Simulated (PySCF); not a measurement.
Electronic absorption of C4H5NO

Compound: C4H5NO.
Atom-mapped SMILES: `[CH3:1][C:2]#[C:3][C:4]([NH2:5])=[O:6]` (hydrogens: H7, H8, H9 on C1; H10, H11 on N5)

Structure used (PBE0-D3(BJ)/def2-SVP), in Å, numbered top down from 1:
```xyz
11
C4H5NO angstrom
C     -2.394    0.205    0.042
C     -0.982   -0.124    0.007
C      0.194   -0.422   -0.022
C      1.598   -0.830   -0.057
N      2.472    0.211   -0.017
O      1.942   -1.992   -0.116
H     -2.828   -0.056    1.020
H     -2.944   -0.357   -0.729
H     -2.562    1.279   -0.130
H      3.462    0.003   -0.036
H      2.158    1.168    0.037
```

The calculation used TDDFT PBE0/def2-SVPD, vertical, gas phase, core orbitals frozen in the response (PySCF).

Q: What does the calculation give for the low-lying excited states?

A: 

```
state  E (eV)  ν̃ (cm⁻¹)       f     main configurations (H = HOMO, L = LUMO)
   S1    4.89      39400  0.0000                                    H→L (98%)
   S2    5.70      45990  0.0002                                  H-3→L (97%)
   S3    6.04      48720   0.099        H-1→L (62%), H→L+2 (12%), H-2→L (12%)
   S4    6.52      52570   0.090                     H-2→L (78%), H-1→L (10%)
   S5    6.86      55300  0.0008  H-1→L+2 (49%), H-1→L+3 (19%), H-1→L+1 (11%)
   S6    7.01      56550  0.0017                                  H→L+1 (84%)
   S7    7.27      58640  0.0043  H-2→L+1 (72%), H-1→L+2 (10%), H-2→L+2 (10%)
   S8    7.36      59380   0.010                  H-1→L+1 (82%), H-2→L+2 (9%)
   S9    7.60      61280   0.081       H→L+2 (59%), H-3→L+1 (10%), H-1→L (9%)
  S10    7.63      61500   0.103    H→L+3 (63%), H-3→L+1 (16%), H-3→L+2 (12%)
```

Triplets, Tamm–Dancoff:

| state | E (eV) | λ (nm) | main configurations (H = HOMO, L = LUMO) |
| --- | --- | --- | --- |
| T1 | 4.44 | 279.4 | H→L (95%) |
| T2 | 4.57 | 271.3 | H-1→L (90%) |
| T3 | 4.89 | 253.3 | H-2→L (92%) |
| T4 | 5.27 | 235.2 | H-3→L (89%) |

The lowest singlet comes at 254 nm (471 kJ/mol) in the ultraviolet; it is dark (f under 0.0005); its leading configuration is HOMO→LUMO (98%). The strongest level in the table is S10 at 7.63 eV (163 nm, f = 0.103). It is the last of those listed, so stronger ones may follow. Löwdin shares by element: HOMO oxygen 53%, carbon 38% or more; LUMO carbon 58% or more, oxygen 19% (atoms not listed hold the other 23%). Weighted by f, the mean energy of these states is 6.95 eV. Orbital energies (eV): HOMO-3 -8.37, HOMO-2 -8.08, HOMO-1 -8.05, HOMO -7.58, LUMO -0.75, LUMO+1 0.46, LUMO+2 0.77. The oscillator strengths of these states sum to 0.391; summed over the whole spectrum of an exact calculation they would give the number of electrons, 44 (Thomas–Reiche–Kuhn). All these states lie below the vertical ionisation energy of 9.62 eV (ΔSCF). Only the lowest 10 singlets were computed, as vertical energies without vibronic structure.

The run took 85 s wall on one thread of an Arm Neoverse V2, shared host.
